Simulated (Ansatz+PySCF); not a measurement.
## singlet H₂S: levels of theory in one basis

```yaml
atoms:
  - { symbol: S, position_ang: [0.0000, 0.0000, -0.1456] }
  - { symbol: H, position_ang: [0.0000, 1.3601, 1.1650] }
  - { symbol: H, position_ang: [0.0000, -1.3601, 1.1650] }
```

Basis set: 6-31G (spherical functions). Left uncorrelated: 5 orbitals. Charge 0, multiplicity 1.

Computed with Ansatz (development build ahead of 0.2.0); each method stands on the lowest determinant of its kind that the runs found.

```
                            method  E − E(RHF) (eV)  <S²> of the determinant
                               RHF             0.00                     0.00
                               UHF            -0.33                     0.74
                           UHF-MP2            -1.62                     0.74
                          RHF-CCSD            -3.09                        –
                          UHF-CCSD            -3.05                     0.74
                       RHF-CCSD(T)            -3.13                        –
                       UHF-CCSD(T)            -3.10                     0.74
full CI (lowest root of this spin)            -3.14                        –
```

Q: What does RHF-MP2 give on the same scale?

A: -2.24 eV.

At such a shape the full CI root can have another spatial symmetry than the determinants, so the rows needn't describe one state.

Q: Is a single determinant a sound starting point here?

A: It is doubtful. Unrestricted orbitals lower Hartree–Fock by 0.33 eV and <S²> is 0.74 where a pure state has 0.00, a sign of strong static correlation.

Caution for RHF, RHF-MP2, RHF-CCSD, RHF-CCSD(T): an unrestricted determinant lies well below. Caution for UHF, UHF-MP2, UHF-CCSD, UHF-CCSD(T): the unrestricted determinant is spin contaminated. Caution for RHF-MP2, UHF-MP2, RHF-CCSD, UHF-CCSD, RHF-CCSD(T), UHF-CCSD(T): bonds are stretched, where a single reference can fail. Caution for UHF-MP2, UHF-CCSD, UHF-CCSD(T): a plain start can end on a higher determinant. Caution for UHF-MP2: another reference gives a lower total.
